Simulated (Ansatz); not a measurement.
**KMgF$_{3}$: experiment and calculation**

**The experiment to reproduce.**

From “High-pressure structural, elastic and electronic properties of the scintillator host material, KMgF3”, 2007, arxiv:cond-mat/0703621, for a powder of KMgF3: bulk modulus 71.2 ± 0.2 GPa.

How close the calculation comes is told below.

Level of theory: DFT PBEsol, scalar-relativistic, plane waves, PAW in Ansatz.

Plane waves to 420 eV, a k mesh through Γ of 6×6×6 on the computed 5-atom cell and Gaussian smearing (0.02 eV); no spin polarisation.

Relaxed structure, symmetry kept:

```cif
data_structure
_symmetry_space_group_name_H-M 'Pm-3m'
_symmetry_Int_Tables_number 221
_cell_length_a 3.9909
_cell_length_b 3.9909
_cell_length_c 3.9909
_cell_angle_alpha 90.000
_cell_angle_beta 90.000
_cell_angle_gamma 90.000
_cell_volume 63.56
loop_
_atom_site_label
_atom_site_type_symbol
_atom_site_symmetry_multiplicity
_atom_site_Wyckoff_symbol
_atom_site_fract_x
_atom_site_fract_y
_atom_site_fract_z
_atom_site_occupancy
K1 K 1 b 0.50000 0.50000 0.50000 1
Mg1 Mg 1 a 0.00000 0.00000 0.00000 1
F1 F 3 d 0.50000 0.00000 0.00000 1
```

```
Space group                                                                                                                                 : Pm-3m (No. 221)
Volume per atom                                                                                                                             : 12.71 Å³
Formation energy from the elements' standard states (uncorrected)                                                                           : -3.297 eV/atom
Kohn–Sham band gap                                                                                                                          : 7.12 eV, indirect from R to Γ
Löwdin character of the top 1 eV of the valence band                                                                                        : F 2p 99 %
Löwdin character of the lowest 1 eV of the conduction band                                                                                  : K 4s 51 %, Mg 3s 21 %, F 2s 20 %
Electron masses at the edge by Cartesian direction of the standard setting (m_e; degenerate bands sorted by energy; no spin-orbit coupling) : x: 0.51; y: 0.51; z: 0.51
Hole masses at the edge by Cartesian direction of the standard setting (m_e; degenerate bands sorted by energy; no spin-orbit coupling)     : x: over 30, 1.7, 1.7; y: over 30, 1.7, 1.7; z: over 30, 1.7, 1.7
Bulk modulus                                                                                                                                : 72 GPa
Its pressure derivative                                                                                                                     : 4.5
Electronic dielectric constant xx, yy, zz of the standard setting (independent particles)                                                   : 2.2, 2.2, 2.2
Bader charges (e)                                                                                                                           : K (1 in the cell) 0.87, Mg (1 in the cell) 1.77, F (3 in the cell) -0.88
```

Measured bulk modulus of KMgF3: 71.2 GPa (powder; the paper above). This calculation gives 72 GPa (+1.2 %). The calculation is for 0 K without zero-point motion.

Symmetry holds off the tilts and polar distortions that many cubic perovskites undergo.